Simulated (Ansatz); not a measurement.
```yaml
crystal:
  periodic: [false, false, false]
  atoms:
    - {symbol: S, position_ang: [0.019164, 0.000720, -0.518879]}
    - {symbol: O, position_ang: [-0.028431, 1.100548, 0.521139]}
    - {symbol: O, position_ang: [-0.009977, -1.101990, 0.518766]}
basis:
  gaussian: {orbitals: def2-TZVP}
magnetization: {spin_polarized: true, initial_magnetization: 2}
hamiltonian: {xc: pbe0}
relax: {f_tol: 0.004, max_steps: 80}
```

```sh
$ ansatz run in.yaml --threads 1 --pin off --events-out ev --progress --plain --max-ram 2176MiB
```

Steps of the relaxation (energy above the last step; positions in Å, forces in eV/Å):

```
3
step 1, 8.0 meV
S     0.019    0.001   -0.519    0.030    0.001   -0.804
O    -0.028    1.101    0.521   -0.019    0.481    0.403
O    -0.010   -1.102    0.519   -0.011   -0.482    0.402
```

```
3
step 2, 2.7 meV
S     0.019    0.001   -0.521    0.017    0.001   -0.460
O    -0.029    1.105    0.522   -0.011    0.276    0.230
O    -0.010   -1.106    0.520   -0.006   -0.276    0.230
```

```
3
step 3, 0.0 meV
S     0.019    0.001   -0.524    0.000    0.000   -0.012
O    -0.029    1.111    0.524    0.000    0.008    0.006
O    -0.010   -1.112    0.521    0.000   -0.008    0.006
```

```
3
step 4, 0.0 meV
S     0.019    0.001   -0.524    0.000    0.000   -0.001
O    -0.029    1.111    0.524    0.000    0.000    0.001
O    -0.010   -1.113    0.521    0.000    0.000    0.001
```

Close pairs at the end: S1–O2 1.527 Å, S1–O3 1.527 Å.

A stationary point of unrestricted PBE0 after 4 steps, with ⟨S²⟩ = 2.017 against 2.00 for a pure state; no frequencies were run, so it isn't proven a minimum. 29 s on 1 thread of Arm Neoverse V2, shared host.
